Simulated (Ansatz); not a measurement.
## Molecular dynamics of H4SSi2

Input:

```yaml
crystal:
  periodic: [false, false, false]
  atoms:
    - { symbol: Si, position_ang: [-1.011293, 0.5756, -0.741088] }
    - { symbol: Si, position_ang: [0.006012, -0.40578, 0.998261] }
    - { symbol: S, position_ang: [1.715611, -1.43636, 0.100172] }
    - { symbol: H, position_ang: [-1.100621, 0.473669, -2.253961] }
    - { symbol: H, position_ang: [-2.002, 1.623409, -0.30022] }
    - { symbol: H, position_ang: [0.286163, 1.161177, 0.915004] }
    - { symbol: H, position_ang: [2.106139, -1.991725, 1.281841] }
basis:
  gaussian: { orbitals: def2-SVP }
hamiltonian:
  xc: pbe
  dispersion: d4
md:
  timestep: 0.5
  n_steps: 200
  ensemble: nve
  temperature: 100.0
  initial_velocities: maxwell_boltzmann
  seed: 6099
```

Launched with:

```bash
$ ansatz run input.yaml --threads 1 --pin off --max-ram 2048MiB --backend cpu --events-out ev --progress --plain --runs-dir out
```

It starts at the highest image of a converged band, a first-order saddle point between two minima.

Output, in part (step lines, the closing report, with atoms numbered from 0):

```
md step     0: t =     0.00 fs  T =   100.0 K  F+E_penalty+E_count = -26633.08399001 eV  E_kin = 0.064630 eV  conserved = -26633.01936001 eV  (26 SCF iters)
md step     1: t =     0.50 fs  T =    99.8 K  F+E_penalty+E_count = -26633.08383478 eV  E_kin = 0.064476 eV  conserved = -26633.01935885 eV  (29 SCF iters)
md step     2: t =     1.00 fs  T =    99.0 K  F+E_penalty+E_count = -26633.08331537 eV  E_kin = 0.063959 eV  conserved = -26633.01935641 eV  (30 SCF iters)
md step     3: t =     1.50 fs  T =    97.7 K  F+E_penalty+E_count = -26633.08247085 eV  E_kin = 0.063118 eV  conserved = -26633.01935264 eV  (30 SCF iters)
md step     4: t =     2.00 fs  T =    96.0 K  F+E_penalty+E_count = -26633.08136189 eV  E_kin = 0.062014 eV  conserved = -26633.01934803 eV  (30 SCF iters)
md step     5: t =     2.50 fs  T =    93.9 K  F+E_penalty+E_count = -26633.08006290 eV  E_kin = 0.060720 eV  conserved = -26633.01934308 eV  (29 SCF iters)
md step     6: t =     3.00 fs  T =    91.8 K  F+E_penalty+E_count = -26633.07865363 eV  E_kin = 0.059315 eV  conserved = -26633.01933834 eV  (23 SCF iters)
md step     7: t =     3.50 fs  T =    89.6 K  F+E_penalty+E_count = -26633.07721073 eV  E_kin = 0.057876 eV  conserved = -26633.01933426 eV  (23 SCF iters)
[... lines left out ...]
Total energy: -26633.31719729 eV, -978.7563542898 hartree
Atom 0 at    -1.156971     0.753637    -0.787935 Å, force    -0.082248     0.259012    -0.109089 eV/Å
Atom 1 at     0.074903    -0.298983     0.769067 Å, force     0.121876    -0.623009    -0.266628 eV/Å
Atom 2 at     1.798915    -1.558755     0.218547 Å, force    -0.123103     0.307625     0.346292 eV/Å
Atom 3 at    -1.005187    -0.900577    -0.531924 Å, force     0.060376    -0.004235     0.133944 eV/Å
Atom 4 at    -1.968261     0.646835     0.533702 Å, force    -0.185937     0.084795    -0.046458 eV/Å
Atom 5 at    -0.526937    -0.805049     2.077514 Å, force     0.362542     0.035128     0.010258 eV/Å
Atom 6 at     2.279996    -1.717903     1.489484 Å, force    -0.153506    -0.059316    -0.068319 eV/Å
Dipole moment:     0.122823    -0.079177     0.426089 e Å
```

The steps, from the saved trajectory:

| time (fs) | T (K) | potential energy less start (eV) | conserved less start (meV/atom) |
| --- | --- | --- | --- |
| 0.0 | 100 | 0.000 | 0.00 |
| 3.0 | 92 | 0.005 | 0.00 |
| 6.0 | 80 | 0.013 | 0.00 |
| 9.0 | 74 | 0.017 | 0.00 |
| 12.0 | 79 | 0.014 | 0.01 |
| 15.0 | 112 | -0.008 | 0.01 |
| 18.0 | 168 | -0.044 | 0.01 |
| 21.0 | 250 | -0.097 | 0.01 |
| 24.0 | 359 | -0.167 | 0.00 |
| 27.0 | 480 | -0.246 | 0.00 |
| 30.0 | 603 | -0.325 | -0.01 |
| 33.0 | 696 | -0.385 | -0.01 |
| 36.0 | 750 | -0.420 | -0.01 |
| 39.0 | 770 | -0.433 | -0.01 |
| 42.0 | 747 | -0.418 | -0.01 |
| 45.0 | 680 | -0.375 | -0.01 |
| 48.0 | 579 | -0.310 | 0.00 |
| 51.0 | 467 | -0.237 | 0.00 |
| 54.0 | 374 | -0.177 | 0.00 |
| 57.0 | 309 | -0.135 | 0.01 |
| 60.0 | 287 | -0.121 | 0.01 |
| 63.0 | 311 | -0.136 | 0.01 |
| 66.0 | 365 | -0.171 | 0.00 |
| 69.0 | 430 | -0.213 | 0.00 |
| 72.0 | 486 | -0.249 | 0.00 |
| 75.0 | 513 | -0.267 | -0.01 |
| 78.0 | 501 | -0.259 | -0.01 |
| 81.0 | 443 | -0.222 | -0.01 |
| 84.0 | 359 | -0.167 | 0.00 |
| 87.0 | 299 | -0.128 | 0.01 |
| 90.0 | 303 | -0.131 | 0.01 |
| 93.0 | 363 | -0.170 | 0.00 |
| 96.0 | 430 | -0.213 | -0.01 |
| 99.0 | 464 | -0.235 | -0.02 |

The run went to its last step. The conserved energy stayed within 0.015 meV per atom of its start (net change -0.015 meV per atom), so the integration is sound. The system heated up, since it started high on the potential surface and ran downhill. A run of 0.1 ps of so small a system gives no equilibrium averages. The orbitals stay closed-shell, which can raise the energy where a bond breaks towards radicals; this wasn't checked here.

The step under study would form Si1–H6 and break Si2–H6. These pairs go: Si1–H6 2.18 → 3.32 Å, Si2–H6 1.59 → 1.53 Å. In the last frame they stand as before the step (other bonds may differ from the relaxed reactants and products). It ends as one piece, H4SSi2. Pairs count as bonded within 1.25 times the sum of covalent radii (0.12 Å more for H–H).

Last frame:

```xyz
7
Properties=species:S:1:pos:R:3
Si -1.157 0.754 -0.788
Si 0.075 -0.299 0.769
S 1.799 -1.559 0.218
H -1.005 -0.901 -0.532
H -1.968 0.647 0.534
H -0.527 -0.805 2.078
H 2.280 -1.718 1.490
```

The run took 6.9 min on 1 thread of Intel(R) Xeon(R) Processor @ 2.70GHz, with other jobs on the host, peak memory 0.14 GiB.
